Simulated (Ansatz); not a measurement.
Basis-set extrapolation for `[H]/N=C/C#C` (PBE0-D4/def2-TZVP geometry, frozen core, Ansatz 0.2.0). Multiplicity 1, RHF reference.

```
                      def2-TZVPP   def2-QZVPP
                 HF  -169.771964  -169.779267
    MP2 correlation    -0.656413    -0.699733
CCSD(T) correlation    -0.708148    -0.746450
```

Energies in hartree. Use E(X) = E(∞) + A·exp(−7.88·√X) for Hartree–Fock and E(X) = E(∞) + B·X^(−2.97) for correlation, with X = 3 and 4.

Problem. What is the CCSD(T) energy at the basis-set limit?

Solution. HF limit: -169.779267 + (-0.007303) × 0.13774 = -169.78027. Correlation limit: -0.746450 + (-0.038302) × 0.74074 = -0.77482. Total: -170.55509 hartree, 196.9 kJ/mol below CCSD(T)/def2-TZVPP.
